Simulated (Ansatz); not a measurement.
in.yaml

```yaml
crystal:
  periodic: [false, false, false]
  atoms:
    - {symbol: Ga, position_ang: [0.000000, 0.000000, 2.264000]}
    - {symbol: S, position_ang: [0.000000, 0.000000, 0.000000]}
    - {symbol: Ga, position_ang: [0.000000, 0.000000, -2.264000]}
basis:
  gaussian: {orbitals: 6-31G}
total_charge: 1
magnetization: {spin_polarized: false, initial_magnetization: 1}
correlation: {method: fic_mrcisd_q, electrons: outside_noble_gas, active_space: {window: {electrons: 3, orbitals: 3}, states: [{multiplicity: 2, weights: [1, 1]}], root: 2}}
scf: {lower_state_search: off}
```

```sh
$ ansatz run in.yaml --threads 1 --pin off --events-out ev --progress --plain --max-ram 2393MiB
```

Q: One thing in this input was set wrong on purpose, beside settings that are merely unusual. What is the gravest fault, and what does the program do?

A: Root beyond the states. How the run ends: refused.
```
Error: the active space averages no state 2, counted from zero
```
